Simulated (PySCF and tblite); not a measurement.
Values are calculated unless marked as measured or tabulated.
C₄H₁₀, numbered as in [CH3:1][CH2:2][CH2:3][CH3:4]: conformational analysis

Conformers came from 90 starts (ETKDG and KDG, MMFF94s, GFN2-xTB); geometries are PBE0-D3(BJ)/def2-SVP. Weights use PBE0-D3(BJ)/def2-TZVP energies plus GFN2-xTB zero-point and thermal terms (modes under about 100 cm⁻¹ blended into free rotors). Symmetry numbers and mirror images are counted. Conformers within 4 kcal/mol (GFN2-xTB free energy) were kept, 7 at most. GIAO shieldings: PBE0/pcSseg-1. Couplings: B3LYP/pcSseg-1 with pcJ-1 on H (gas phase; spin-dipole term only for pairs with B, N, F, Si or P). Couplings are for ¹H; a prime marks the second kind of pair between the same two sets of atoms. Shifts are against TMS (¹H), TMS (¹³C) at the same level. Codes: tblite and PySCF.

Torsions listed: C1–C2–C3–C4. Of a mirror pair one member is shown.

```
conformer  shape   symmetry  E(GFN2) kcal/mol  E(DFT) kcal/mol  G(298.15 K) kcal/mol  weight %  dipole D
        1   180°        C2h              0.00             0.00                  0.00      61.5      0.00
        2   -65°  C2 (pair)              0.57             0.62                  0.28      38.5      0.11
```

Weights (%) against temperature:

```
 T (K)     1     2  S(mix) cal/mol/K
   220  70.0  30.0              1.63
   260  65.1  34.9              1.77
298.15  61.5  38.5              1.86
   340  58.4  41.6              1.92
   380  56.0  44.0              1.97
```

Averaged shifts at 298.15 K. ¹H: 1.18 (H2/H3, 4H), 0.96 (H1/H4, 6H) ppm. ¹³C: 27.7 (C2/C3), 15.6 (C1/C4) ppm.

Averaged couplings (Hz): ²J(H1,H1) -14.2, ³J(H1,H2) 8.2, ²J(H2,H2) -15.0, ³J(H2,H3) 6.3, ³J(H2,H3′) 9.9.

Coordinates of conformer 1 (Å):

```xyz
14

C     1.934   -0.247    0.312
C     0.535    0.199    0.706
C    -0.535   -0.199   -0.302
C    -1.934    0.246    0.092
H     1.990   -1.342    0.207
H     2.236    0.190   -0.654
H     2.684    0.054    1.060
H     0.275   -0.223    1.694
H     0.518    1.296    0.838
H    -0.518   -1.296   -0.434
H    -0.275    0.223   -1.290
H    -1.990    1.342    0.198
H    -2.684   -0.053   -0.657
H    -2.236   -0.191    1.058
```

Coordinates of conformer 2 (Å):

```xyz
14

C    -1.621    0.340    0.092
C    -0.611   -0.628   -0.506
C     0.737   -0.659    0.211
C     1.525    0.639    0.127
H    -1.274    1.384    0.037
H    -2.586    0.289   -0.434
H    -1.809    0.112    1.154
H    -1.039   -1.645   -0.500
H    -0.447   -0.379   -1.570
H     1.344   -1.478   -0.211
H     0.574   -0.923    1.271
H     2.504    0.548    0.621
H     1.708    0.926   -0.922
H     0.994    1.476    0.608
```

Shifts are unscaled: against experiment ¹³C can be off by 15 ppm or more and ¹H by 0.8 ppm.

Search and properties took 83 s on 1 thread of Arm Neoverse N1 (shared host) (rough), launched as `OMP_NUM_THREADS=1 python ens_run.py task.json out`.
